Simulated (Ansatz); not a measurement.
# What a trial cell of RbTl2 relaxes into

All numbers below come from Ansatz, DFT PBE, scalar-relativistic, plane waves, PAW. Cutoff 420 eV, Γ-centred k mesh, Gaussian smearing, no spin polarisation in the final step.

The start puts RbTl2 on the tetragonal zirconia structure type (P4_2/nmc, No. 137), with Rb in place of Zr, Tl in place of O, at a guessed volume.

```yaml
crystal:
  lattice:
    - [5.28047, 0.00000, 0.00000]
    - [0.00000, 5.28047, 0.00000]
    - [0.00000, 0.00000, 7.60184]
  atoms:
    - { symbol: Rb, position: [0.00000, 0.00000, 0.00000] }
    - { symbol: Rb, position: [0.50000, 0.50000, 0.50000] }
    - { symbol: Tl, position: [0.00000, 0.50000, 0.20300] }
    - { symbol: Tl, position: [0.00000, 0.50000, 0.70300] }
    - { symbol: Tl, position: [0.50000, 0.00000, 0.29700] }
    - { symbol: Tl, position: [0.50000, 0.00000, 0.79700] }
```

Cell and atoms relax at zero pressure; the relaxation can't lower the symmetry of the start. After a coarse first stage the cell is made exact in the group found at 0.06 Å.

Energies over the elements count from the elements' standard structures at the same level, with no empirical corrections.

Question: Which crystal results?

Answer: It ends in I4/mmm (No. 139). Conventional cell: a = 7.175 Å, c = 6.105 Å. Rb has 8 Tl at 3.90 Å; around Tl lie 2 Tl at 3.05 Å and 4 Rb at 3.90 Å.

Space group I4/mmm (No. 139). a = 7.175 Å, b = 7.175 Å, c = 6.105 Å, α = 90.00°, β = 90.00°, γ = 90.00°
```
atom site symmetry x y z
  Rb    2a     4/mmm  0.0000  0.0000  0.0000
  Tl    4d      -4m2  0.0000  0.5000  0.2500
```

Question: What are its volume, energy, density and gap?

Answer: The volume per atom is 52.38 Å³. The density is 5.22 g/cm³ and the energy over the elements is 0.16 eV/atom. The gap on the 10×10×10 mesh is 0 eV (a metal).

The final run used a 10×10×10 mesh on its 3-atom cell and 0.10 eV smearing. The k mesh leaves about 4 meV/atom of noise in metals. Spin–orbit coupling is left out. A structure relaxed within its symmetry needn't be a true minimum.

Cost: 4 runs of about 3.3 core-minutes in all, on Intel Xeon Platinum 8375C (Ice Lake) (shared hosts).